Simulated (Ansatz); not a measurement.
Conformers of C₃H₉NO, SMILES `COCCN`, each relaxed with PBE0-D4/def2-TZVP in Ansatz. CBS adds the triple-zeta coupled-cluster correction to the MP2 limit.

Not all of them had a frequency check.

Conformer A:

Z-matrix (Å, degrees):
```
C
O 1 1.402
H 1 1.097 2 112.7
H 1 1.099 2 111.2 3 121.8
H 1 1.090 2 107.3 3 -119.3
C 2 1.409 1 113.7 3 -64.6
C 6 1.521 2 113.0 1 77.9
H 6 1.095 2 105.7 1 -162.3
H 6 1.102 2 110.2 1 -46.0
N 7 1.451 6 115.0 2 57.4
H 7 1.095 6 108.4 2 179.7
H 7 1.095 6 109.8 2 -65.1
H 10 1.014 7 110.1 6 64.8
H 10 1.014 7 109.1 6 -51.4
```

Conformer B:

Cartesian coordinates in Å:
```
C -0.352 0.391 1.830
O -0.244 -0.857 1.190
C -0.596 -0.862 -0.167
C 0.523 -0.470 -1.115
N 0.829 0.951 -1.055
H -1.365 0.803 1.717
H 0.367 1.115 1.437
H -0.164 0.221 2.891
H -1.474 -0.217 -0.337
H -0.896 -1.888 -0.400
H 1.418 -1.027 -0.823
H 0.240 -0.821 -2.121
H 0.065 1.494 -1.439
H 1.650 1.166 -1.607
```

Conformer C:

Z-matrix (Å, degrees):
```
C
O 1 1.401
H 1 1.098 2 112.6
H 1 1.099 2 111.3 3 -121.9
H 1 1.091 2 107.3 3 119.2
C 2 1.405 1 113.8 3 67.4
C 6 1.520 2 113.7 1 -76.0
H 6 1.095 2 106.0 1 164.2
H 6 1.099 2 111.0 1 47.7
N 7 1.453 6 109.1 2 -175.3
H 7 1.094 6 109.8 2 66.8
H 7 1.101 6 108.3 2 -49.8
H 10 1.011 7 111.0 6 -172.1
H 10 1.013 7 110.6 6 69.3
```

(1) Which is lowest in electronic energy at CCSD(T)/CBS (frozen core, def2 sets), and by how much? (Estimate.)

(2) Give the energies relative to A (kJ/mol) with r2SCAN-D4/def2-TZVPP, B3LYP-D4/def2-TZVPP, ωB97X-V/def2-TZVPP, ωB97M-V/def2-TZVPP, PBE/def2-TZVPP, MP2/CBS(def2), CCSD/CBS(def2). (Estimate.)

## Answers

(1) Ansatz gave: A; B lies 7.3 kJ/mol higher, C lies 4.9 kJ/mol higher.

(2) The calculation gave: 
| level | B | C |
| --- | --- | --- |
| r2SCAN-D4/def2-TZVPP | 7.8 | 6.5 |
| B3LYP-D4/def2-TZVPP | 5.9 | 5.9 |
| ωB97X-V/def2-TZVPP | 6.6 | 5.3 |
| ωB97M-V/def2-TZVPP | 6.6 | 5.6 |
| PBE/def2-TZVPP | 6.7 | 6.2 |
| MP2/CBS(def2) | 7.3 | 5.0 |
| CCSD/CBS(def2) | 7.1 | 4.2 |

B3LYP here is the variant with VWN-RPA as its local correlation; programs differ in this.
